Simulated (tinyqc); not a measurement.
Worked calculation (part 1 of 2): MP2 on RHF in the sto-3g basis, frozen core, for H2O, spin multiplicity 1. Computed by tinyqc, a small Python program that keeps every step (integrals from PySCF). Settings: charge = 0, multiplicity = 1, basis = sto-3g, method = RHF, frozen orbitals = 1, energy threshold = 1e-10, iteration cap = 56, orthogonalisation = symmetric, start = Wolfsberg-Helmholz matrix, DIIS depth = 6. Command: `OMP_NUM_THREADS=1 python tinyqc.py 31245 31246 out.jsonl` (the two numbers bound the seeds that draw the settings). One thread of a shared host (Intel(R) Xeon(R) Processor @ 2.60GHz), about 0.1 s of CPU time with the checks. Later iterations appear only in the table of the cycle.

## One-electron integrals

Geometry (angstrom):

| atom | x | y | z |
|---|---|---|---|
| O | 0.0000 | 0.0000 | 0.0000 |
| H | 0.0000 | 0.9110 | 0.6250 |
| H | 0.0000 | -0.8920 | 0.6110 |

Basis sto-3g: exponents (1/bohr^2) and contraction coefficients of normalised primitives:

| element | l (shell) | exponent | coefficient |
|---|---|---|---|
| O | s (1) | 130.7093 | 0.1543 |
| O | s (1) | 23.8089 | 0.5353 |
| O | s (1) | 6.4436 | 0.4446 |
| O | s (2) | 5.0332 | -0.1000 |
| O | s (2) | 1.1696 | 0.3995 |
| O | s (2) | 0.3804 | 0.7001 |
| O | p (3) | 5.0332 | 0.1559 |
| O | p (3) | 1.1696 | 0.6077 |
| O | p (3) | 0.3804 | 0.3920 |
| H | s (1) | 3.4253 | 0.1543 |
| H | s (1) | 0.6239 | 0.5353 |
| H | s (1) | 0.1689 | 0.4446 |

Overlap, kinetic and nuclear-attraction integrals over the contracted functions; the nuclear repulsion is the sum of Za Zb / Rab.

nuclear repulsion = 8.040883 hartree

overlap S:
```
         1O 1s   1O 2s  1O 2px   1O 2py  1O 2pz   2H 1s    3H 1s
1O 1s   1.0000  0.2367  0.0000   0.0000  0.0000  0.0380   0.0402
1O 2s   0.2367  1.0000  0.0000   0.0000  0.0000  0.3834   0.3972
1O 2px  0.0000  0.0000  1.0000   0.0000  0.0000  0.0000   0.0000
1O 2py  0.0000  0.0000  0.0000   1.0000  0.0000  0.2794  -0.2870
1O 2pz  0.0000  0.0000  0.0000   0.0000  1.0000  0.1917   0.1966
2H 1s   0.0380  0.3834  0.0000   0.2794  0.1917  1.0000   0.1633
3H 1s   0.0402  0.3972  0.0000  -0.2870  0.1966  0.1633   1.0000
```

kinetic energy T (hartree):
```
          1O 1s    1O 2s  1O 2px   1O 2py  1O 2pz    2H 1s    3H 1s
1O 1s   29.0032  -0.1680  0.0000   0.0000  0.0000  -0.0085  -0.0081
1O 2s   -0.1680   0.8081  0.0000   0.0000  0.0000   0.0689   0.0770
1O 2px   0.0000   0.0000  2.5287   0.0000  0.0000   0.0000   0.0000
1O 2py   0.0000   0.0000  0.0000   2.5287  0.0000   0.1516  -0.1634
1O 2pz   0.0000   0.0000  0.0000   0.0000  2.5287   0.1040   0.1119
2H 1s   -0.0085   0.0689  0.0000   0.1516  0.1040   0.7600  -0.0063
3H 1s   -0.0081   0.0770  0.0000  -0.1634  0.1119  -0.0063   0.7600
```

nuclear attraction V (hartree):
```
           1O 1s     1O 2s   1O 2px    1O 2py   1O 2pz    2H 1s    3H 1s
1O 1s   -61.5869   -7.4123   0.0000    0.0004  -0.0135  -1.2178  -1.2889
1O 2s    -7.4123  -10.0151   0.0000    0.0047  -0.1644  -2.9484  -3.0767
1O 2px    0.0000    0.0000  -9.8809    0.0000   0.0000   0.0000   0.0000
1O 2py    0.0004    0.0047   0.0000  -10.0052   0.0023  -1.8925   1.9633
1O 2pz   -0.0135   -0.1644   0.0000    0.0023  -9.9393  -1.3403  -1.3873
2H 1s    -1.2178   -2.9484   0.0000   -1.8925  -1.3403  -5.2738  -0.9762
3H 1s    -1.2889   -3.0767   0.0000    1.9633  -1.3873  -0.9762  -5.3479
```

core Hamiltonian H = T + V (hartree):
```
           1O 1s    1O 2s   1O 2px   1O 2py   1O 2pz    2H 1s    3H 1s
1O 1s   -32.5837  -7.5803   0.0000   0.0004  -0.0135  -1.2262  -1.2970
1O 2s    -7.5803  -9.2069   0.0000   0.0047  -0.1644  -2.8795  -2.9996
1O 2px    0.0000   0.0000  -7.3521   0.0000   0.0000   0.0000   0.0000
1O 2py    0.0004   0.0047   0.0000  -7.4765   0.0023  -1.7409   1.7999
1O 2pz   -0.0135  -0.1644   0.0000   0.0023  -7.4106  -1.2363  -1.2753
2H 1s    -1.2262  -2.8795   0.0000  -1.7409  -1.2363  -4.5137  -0.9824
3H 1s    -1.2970  -2.9996   0.0000   1.7999  -1.2753  -0.9824  -4.5878
```

## Two-electron integrals

Functions are numbered as in S; the eight-fold symmetry (ij|kl) = (ji|kl) = (kl|ij) leaves the list below.

Two-electron integrals (ij|kl) in chemists' order, unique and non-zero (hartree):
```
(11|11) 4.7851      (21|11) 0.7414      (21|21) 0.1369      (22|11) 1.1189
(22|21) 0.2566      (22|22) 0.8172      (31|31) 0.0245      (32|31) 0.0378
(32|32) 0.1805      (33|11) 1.1158      (33|21) 0.2567      (33|22) 0.8170
(33|33) 0.8802      (41|41) 0.0245      (42|41) 0.0378      (42|42) 0.1805
(43|43) 0.0474      (44|11) 1.1158      (44|21) 0.2567      (44|22) 0.8170
(44|33) 0.7853      (44|44) 0.8802      (51|51) 0.0245      (52|51) 0.0378
(52|52) 0.1805      (53|53) 0.0474      (54|54) 0.0474      (55|11) 1.1158
(55|21) 0.2567      (55|22) 0.8170      (55|33) 0.7853      (55|44) 0.7853
(55|55) 0.8802      (61|11) 0.1204      (61|21) 0.0221      (61|22) 0.0411
(61|33) 0.0411      (61|41) 0.0008      (61|42) 0.0016      (61|44) 0.0412
(61|51) 0.0006      (61|52) 0.0011      (61|54) 1.16e-04    (61|55) 0.0411
(61|61) 0.0036      (62|11) 0.3106      (62|21) 0.0722      (62|22) 0.2568
(62|33) 0.2523      (62|41) 0.0045      (62|42) 0.0351      (62|44) 0.2613
(62|51) 0.0031      (62|52) 0.0241      (62|54) 0.0062      (62|55) 0.2565
(62|61) 0.0119      (62|62) 0.1022      (63|31) 0.0073      (63|32) 0.0435
(63|43) 0.0072      (63|53) 0.0049      (63|63) 0.0141      (64|11) 0.1907
(64|21) 0.0449      (64|22) 0.1704      (64|33) 0.1627      (64|41) 0.0098
(64|42) 0.0654      (64|44) 0.1827      (64|51) 0.0017      (64|52) 0.0150
(64|54) 0.0088      (64|55) 0.1654      (64|61) 0.0077      (64|62) 0.0824
(64|64) 0.0798      (65|11) 0.1308      (65|21) 0.0308      (65|22) 0.1169
(65|33) 0.1116      (65|41) 0.0017      (65|42) 0.0150      (65|44) 0.1155
(65|51) 0.0085      (65|52) 0.0538      (65|54) 0.0098      (65|55) 0.1233
(65|61) 0.0053      (65|62) 0.0566      (65|64) 0.0451      (65|65) 0.0450
(66|11) 0.4689      (66|21) 0.1108      (66|22) 0.4531      (66|33) 0.4353
(66|41) 0.0084      (66|42) 0.0925      (66|44) 0.4713      (66|51) 0.0058
(66|52) 0.0635      (66|54) 0.0247      (66|55) 0.4522      (66|61) 0.0184
(66|62) 0.2333      (66|64) 0.2146      (66|65) 0.1472      (66|66) 0.7746
(71|11) 0.1274      (71|21) 0.0233      (71|22) 0.0435      (71|33) 0.0434
(71|41) -0.0009     (71|42) -0.0017     (71|44) 0.0436      (71|51) 0.0006
(71|52) 0.0011      (71|54) -1.22e-04   (71|55) 0.0435      (71|61) 0.0037
(71|62) 0.0121      (71|64) 0.0072      (71|65) 0.0054      (71|66) 0.0186
(71|71) 0.0040      (72|11) 0.3242      (72|21) 0.0754      (72|22) 0.2674
(72|33) 0.2627      (72|41) -0.0047     (72|42) -0.0364     (72|44) 0.2721
(72|51) 0.0032      (72|52) 0.0249      (72|54) -0.0064     (72|55) 0.2671
(72|61) 0.0120      (72|62) 0.0834      (72|64) 0.0469      (72|65) 0.0447
(72|66) 0.1521      (72|71) 0.0131      (72|72) 0.1103      (73|31) 0.0077
(73|32) 0.0455      (73|43) -0.0075     (73|53) 0.0051      (73|63) 0.0111
(73|73) 0.0153      (74|11) -0.1976     (74|21) -0.0465     (74|22) -0.1762
(74|33) -0.1683     (74|41) 0.0102      (74|42) 0.0681      (74|44) -0.1891
(74|51) -0.0017     (74|52) -0.0155     (74|54) 0.0091      (74|55) -0.1710
(74|61) -0.0071     (74|62) -0.0465     (74|64) -0.0156     (74|65) -0.0244
(74|66) -0.0774     (74|71) -0.0084     (74|72) -0.0883     (74|74) 0.0852
(75|11) 0.1354      (75|21) 0.0319      (75|22) 0.1207      (75|33) 0.1153
(75|41) -0.0017     (75|42) -0.0155     (75|44) 0.1193      (75|51) 0.0089
(75|52) 0.0561      (75|54) -0.0102     (75|55) 0.1274      (75|61) 0.0053
(75|62) 0.0444      (75|64) 0.0245      (75|65) 0.0345      (75|66) 0.0881
(75|71) 0.0058      (75|72) 0.0605      (75|74) -0.0479     (75|75) 0.0481
(76|11) 0.0978      (76|21) 0.0229      (76|22) 0.0882      (76|33) 0.0862
(76|41) 8.43e-06    (76|42) 1.09e-04    (76|44) 0.0881      (76|51) 0.0015
(76|52) 0.0143      (76|54) 2.71e-05    (76|55) 0.0900      (76|61) 0.0037
(76|62) 0.0343      (76|64) 0.0241      (76|65) 0.0213      (76|66) 0.0806
(76|71) 0.0039      (76|72) 0.0355      (76|74) -0.0247     (76|75) 0.0219
(76|76) 0.0142      (77|11) 0.4781      (77|21) 0.1129      (77|22) 0.4607
(77|33) 0.4425      (77|41) -0.0087     (77|42) -0.0947     (77|44) 0.4794
(77|51) 0.0060      (77|52) 0.0649      (77|54) -0.0253     (77|55) 0.4598
(77|61) 0.0179      (77|62) 0.1484      (77|64) 0.0761      (77|65) 0.0866
(77|66) 0.2915      (77|71) 0.0198      (77|72) 0.2440      (77|74) -0.2230
(77|75) 0.1527      (77|76) 0.0806      (77|77) 0.7746
```

## Orthogonalisation

S = U s U^T; symmetric (Loewdin) form X = U s^(-1/2) U^T, so that X^T S X = 1.

eigenvalues of S: 0.4302  0.5104  0.8918  1.0000  1.0916  1.3269  1.7491

X:
```
          1O 1s    1O 2s  1O 2px   1O 2py   1O 2pz    2H 1s    3H 1s
1O 1s    1.0237  -0.1373  0.0000   0.0003  -0.0071   0.0190   0.0197
1O 2s   -0.1373   1.1627  0.0000  -0.0042   0.0684  -0.2211  -0.2338
1O 2px   0.0000   0.0000  1.0000   0.0000   0.0000   0.0000   0.0000
1O 2py   0.0003  -0.0042  0.0000   1.0813  -0.0018  -0.1812   0.1880
1O 2pz  -0.0071   0.0684  0.0000  -0.0018   1.0333  -0.1085  -0.1134
2H 1s    0.0190  -0.2211  0.0000  -0.1812  -0.1085   1.1268  -0.0559
3H 1s    0.0197  -0.2338  0.0000   0.1880  -0.1134  -0.0559   1.1370
```

## Starting guess

The start is the generalised Wolfsberg-Helmholz matrix (K = 1.75) built on H; D = 2 C_occ C_occ^T.

D at the start:
```
          1O 1s    1O 2s  1O 2px   1O 2py   1O 2pz    2H 1s    3H 1s
1O 1s    2.0673  -0.2803  0.0000  -0.0040   0.0919  -0.1320  -0.1377
1O 2s   -0.2803   1.2670  0.0000   0.0157  -0.3374   0.3536   0.3668
1O 2px   0.0000   0.0000  2.0000   0.0000   0.0000   0.0000   0.0000
1O 2py  -0.0040   0.0157  0.0000   1.4803   0.0053   0.3430  -0.3410
1O 2pz   0.0919  -0.3374  0.0000   0.0053   1.8694   0.1116   0.1154
2H 1s   -0.1320   0.3536  0.0000   0.3430   0.1116   0.2010   0.0495
3H 1s   -0.1377   0.3668  0.0000  -0.3410   0.1154   0.0495   0.2146
```

## Iteration 1: building the Fock matrix

J_ij = sum D_kl (ij|kl), K_ij = sum D_kl (ik|jl); F = H + J - 0.5 K; E = tr D H + tr D J / 2 - 0.25 tr D K + E_nn.

Coulomb J (hartree):
```
          1O 1s    1O 2s  1O 2px   1O 2py   1O 2pz   2H 1s    3H 1s
1O 1s   17.7868   3.3739  0.0000   0.0003  -0.0079  0.5437   0.5753
1O 2s    3.3739   8.4201  0.0000   0.0000  -0.0062  2.6034   2.7128
1O 2px   0.0000   0.0000  8.4060   0.0000   0.0000  0.0000   0.0000
1O 2py   0.0003   0.0000  0.0000   8.4148  -0.0006  1.7140  -1.7742
1O 2pz  -0.0079  -0.0062  0.0000  -0.0006   8.4163  1.1777   1.2170
2H 1s    0.5437   2.6034  0.0000   1.7140   1.1777  4.6024   0.8891
3H 1s    0.5753   2.7128  0.0000  -1.7742   1.2170  0.8891   4.6825
```

exchange K (hartree):
```
          1O 1s    1O 2s  1O 2px   1O 2py   1O 2pz   2H 1s    3H 1s
1O 1s    9.7503   1.7116  0.0000  -0.0003   0.0084  0.2834   0.2997
1O 2s    1.7116   2.5906  0.0000   0.0032  -0.1001  0.9483   0.9850
1O 2px   0.0000   0.0000  2.2570   0.0000   0.0000  0.0000   0.0000
1O 2py  -0.0003   0.0032  0.0000   2.1266   0.0000  0.5945  -0.6100
1O 2pz   0.0084  -0.1001  0.0000   0.0000   2.2365  0.3718   0.3838
2H 1s    0.2834   0.9483  0.0000   0.5945   0.3718  0.8463   0.3062
3H 1s    0.2997   0.9850  0.0000  -0.6100   0.3838  0.3062   0.8944
```

Fock matrix F (hartree):
```
           1O 1s    1O 2s   1O 2px   1O 2py   1O 2pz    2H 1s    3H 1s
1O 1s   -19.6720  -5.0623   0.0000   0.0008  -0.0256  -0.8242  -0.8716
1O 2s    -5.0623  -2.0821   0.0000   0.0031  -0.1205  -0.7502  -0.7794
1O 2px    0.0000   0.0000  -0.0746   0.0000   0.0000   0.0000   0.0000
1O 2py    0.0008   0.0031   0.0000  -0.1250   0.0016  -0.3241   0.3307
1O 2pz   -0.0256  -0.1205   0.0000   0.0016  -0.1125  -0.2444  -0.2502
2H 1s    -0.8242  -0.7502   0.0000  -0.3241  -0.2444  -0.3345  -0.2464
3H 1s    -0.8716  -0.7794   0.0000   0.3307  -0.2502  -0.2464  -0.3525
```

total energy of this density = -74.528424 hartree

## Iteration 1: diagonalisation and new density

Diagonalise F' = X^T F X, C = X C', fill 5 alpha and 5 beta electrons from the bottom; D = 2 C_occ C_occ^T. Each column has its largest component positive (the first on a tie).

F' = X^T F X (hartree):
```
          1        2        3        4        5        6        7
1  -19.2904  -2.7023   0.0000   0.0017  -0.0469  -0.0810  -0.0920
2   -2.7023  -0.9309   0.0000  -0.0058   0.0377  -0.4302  -0.4516
3    0.0000   0.0000  -0.0746   0.0000   0.0000   0.0000   0.0000
4    0.0017  -0.0058   0.0000   0.1087  -0.0027  -0.3913   0.4018
5   -0.0469   0.0377   0.0000  -0.0027  -0.0231  -0.2291  -0.2380
6   -0.0810  -0.4302   0.0000  -0.3913  -0.2291   0.0450  -0.0922
7   -0.0920  -0.4516   0.0000   0.4018  -0.2380  -0.0922   0.0544
```

orbital energies (hartree): MO1 -19.6822, MO2 -0.9653, MO3 -0.4358, MO4 -0.1657, MO5 -0.0746, MO6 0.5247, MO7 0.6880

coefficients C:
```
            MO1      MO2      MO3      MO4     MO5      MO6      MO7
1O 1s    0.9938  -0.2176  -0.0020   0.1117  0.0000  -0.1412   0.0155
1O 2s    0.0271   0.7614   0.0109  -0.5179  0.0000   0.7886  -0.0920
1O 2px   0.0000   0.0000   0.0000   0.0000  1.0000   0.0000   0.0000
1O 2py  -0.0002  -0.0032   0.5939  -0.0004  0.0000   0.0866   0.9365
1O 2pz   0.0035   0.1346  -0.0004   0.8083  0.0000   0.6491  -0.0651
2H 1s   -0.0053   0.2338   0.4562   0.2403  0.0000  -0.7873  -0.6528
3H 1s   -0.0056   0.2436  -0.4489   0.2365  0.0000  -0.6601   0.8041
```

D after iteration 1:
```
          1O 1s    1O 2s  1O 2px   1O 2py   1O 2pz    2H 1s    3H 1s
1O 1s    2.0948  -0.3933  0.0000  -0.0014   0.1289  -0.0604  -0.0624
1O 2s   -0.3933   1.6974  0.0000   0.0085  -0.6320   0.1167   0.1159
1O 2px   0.0000   0.0000  2.0000   0.0000   0.0000   0.0000   0.0000
1O 2py  -0.0014   0.0085  0.0000   0.7055  -0.0021   0.5402  -0.5350
1O 2pz   0.1289  -0.6320  0.0000  -0.0021   1.3430   0.4510   0.4483
2H 1s   -0.0604   0.1167  0.0000   0.5402   0.4510   0.6412  -0.1820
3H 1s   -0.0624   0.1159  0.0000  -0.5350   0.4483  -0.1820   0.6336
```

## Iteration 8 (converged): orbitals

converged F (hartree):
```
           1O 1s    1O 2s   1O 2px   1O 2py   1O 2pz    2H 1s    3H 1s
1O 1s   -20.2428  -5.1619   0.0000   0.0005  -0.0256  -0.8432  -0.8916
1O 2s    -5.1619  -2.4056   0.0000   0.0049  -0.0712  -0.7933  -0.8254
1O 2px    0.0000   0.0000  -0.3818   0.0000   0.0000   0.0000   0.0000
1O 2py    0.0005   0.0049   0.0000  -0.2367   0.0051  -0.3676   0.3762
1O 2pz   -0.0256  -0.0712   0.0000   0.0051  -0.2751  -0.3024  -0.3078
2H 1s    -0.8432  -0.7933   0.0000  -0.3676  -0.3024  -0.4089  -0.2337
3H 1s    -0.8916  -0.8254   0.0000   0.3762  -0.3078  -0.2337  -0.4315
```

As before.

F' = X^T F X (hartree):
```
          1        2        3        4        5        6        7
1  -19.8676  -2.6870   0.0000   0.0008  -0.0518  -0.0930  -0.1048
2   -2.6870  -1.2984   0.0000  -0.0031   0.0982  -0.4044  -0.4235
3    0.0000   0.0000  -0.3818   0.0000   0.0000   0.0000   0.0000
4    0.0008  -0.0031   0.0000   0.0075   0.0010  -0.4100   0.4197
5   -0.0518   0.0982   0.0000   0.0010  -0.1649  -0.2820  -0.2889
6   -0.0930  -0.4044   0.0000  -0.4100  -0.2820  -0.0177  -0.0627
7   -0.1048  -0.4235   0.0000   0.4197  -0.2889  -0.0627  -0.0133
```

orbital energies (hartree): MO1 -20.2512, MO2 -1.2052, MO3 -0.5597, MO4 -0.4208, MO5 -0.3818, MO6 0.4673, MO7 0.6151

coefficients C:
```
            MO1      MO2      MO3      MO4     MO5      MO6      MO7
1O 1s    0.9944  -0.2390  -0.0041   0.0910  0.0000   0.1149   0.0095
1O 2s    0.0243   0.8834   0.0217  -0.4678  0.0000  -0.6890  -0.0628
1O 2px   0.0000   0.0000   0.0000   0.0000  1.0000   0.0000   0.0000
1O 2py  -0.0001  -0.0049   0.5958   0.0106  0.0000  -0.0604   0.9373
1O 2pz   0.0031   0.0834  -0.0150   0.7692  0.0000  -0.7040  -0.0502
2H 1s   -0.0046   0.1423   0.4472   0.3310  0.0000   0.7624  -0.6749
3H 1s   -0.0048   0.1500  -0.4546   0.3099  0.0000   0.6745   0.7868
```

D after iteration 8:
```
          1O 1s    1O 2s  1O 2px   1O 2py   1O 2pz    2H 1s    3H 1s
1O 1s    2.1085  -0.4593  0.0000  -0.0009   0.1063  -0.0206  -0.0212
1O 2s   -0.4593   2.0006  0.0000   0.0073  -0.5729  -0.0391  -0.0448
1O 2px   0.0000   0.0000  2.0000   0.0000   0.0000   0.0000   0.0000
1O 2py  -0.0009   0.0073  0.0000   0.7102  -0.0024   0.5385  -0.5366
1O 2pz   0.1063  -0.5729  0.0000  -0.0024   1.1978   0.5196   0.5154
2H 1s   -0.0206  -0.0391  0.0000   0.5385   0.5196   0.6597  -0.1587
3H 1s   -0.0212  -0.0448  0.0000  -0.5366   0.5154  -0.1587   0.6505
```

## Convergence

Stop when the energy changes by less than 1e-10 hartree and every element of the error matrix X^T (F D S - S D F) X is below 3e-06.

Course of the cycle:

| iteration | E (hartree) | change | largest element of the error matrix |
|---|---|---|---|
| 1 | -74.528424 | - | 4.79e-01 |
| 2 | -74.917510 | -3.89e-01 | 1.24e-01 |
| 3 | -74.936396 | -1.89e-02 | 3.59e-02 |
| 4 | -74.938546 | -2.15e-03 | 6.93e-03 |
| 5 | -74.938670 | -1.24e-04 | 2.17e-03 |
| 6 | -74.938685 | -1.53e-05 | 3.09e-05 |
| 7 | -74.938685 | -1.24e-09 | 4.94e-06 |
| 8 | -74.938685 | -4.04e-11 | 4.21e-07 |

PySCF RHF in the same basis = -74.938685 hartree

Converged in 8 iterations.

## Populations, bond orders and dipole

Mulliken: Z minus the diagonal of D S on the atom; Loewdin: the same with S^(1/2) D S^(1/2); Mayer order: 2 sum_s sum (D(s) S)_ij (D(s) S)_ji over the two atoms.

Charges (e):

| atom | Mulliken | Loewdin |
|---|---|---|
| 1O | -0.2707 | -0.1979 |
| 2H | 0.1319 | 0.0971 |
| 3H | 0.1388 | 0.1008 |

Mayer bond orders:

| pair | order |
|---|---|
| 2-1 | 0.9680 |
| 3-1 | 0.9662 |
| 3-2 | 0.0146 |

dipole moment about the origin, x y z (debye): 0.0000  -0.0142  1.5101
